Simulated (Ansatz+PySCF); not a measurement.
## singlet CH₃NO: levels of theory in one basis

```csv
atom,x (Å),y (Å),z (Å)
C,-0.0267,-0.4249,-0.0925
O,-0.0146,-0.4268,1.1850
N,0.0484,0.6680,-0.8578
H,0.0499,-1.3602,-0.6420
H,-0.0239,0.5722,-1.8969
H,-0.0421,1.6132,-0.4096
```

Basis set: def2-SVP (spherical functions). Frozen core: 3 orbitals. Charge 0, multiplicity 1.

Computed with Ansatz (development build ahead of 0.2.0); each method stands on the lowest determinant of its kind that the runs found. NEVPT2 correlates all electrons. Active spaces start from the frontier orbitals, and the lowest solution found is given.

```json
{"method": "RHF", "E − E(RHF) (eV)": "0.00", "<S²> of the determinant": "0.00"}
{"method": "RHF-MP2", "E − E(RHF) (eV)": "-13.31", "<S²> of the determinant": "–"}
{"method": "RHF-CCSD(T)", "E − E(RHF) (eV)": "-14.23", "<S²> of the determinant": "–"}
{"method": "CASSCF(4,3)", "E − E(RHF) (eV)": "-0.82", "<S²> of the determinant": "–"}
{"method": "SC-NEVPT2(4,3)", "E − E(RHF) (eV)": "-13.46", "<S²> of the determinant": "–"}
```

Problem. What does RHF-CCSD give on the same scale?

Solution. -13.78 eV.

Problem. Is a single determinant a sound starting point here?

Solution. By this sign, yes. Unrestricted orbitals gain 0.00 eV and <S²> is 0.00 against 0.00 for a pure state. The CASSCF(4,3) natural occupations are 2.00, 1.94, 0.07.
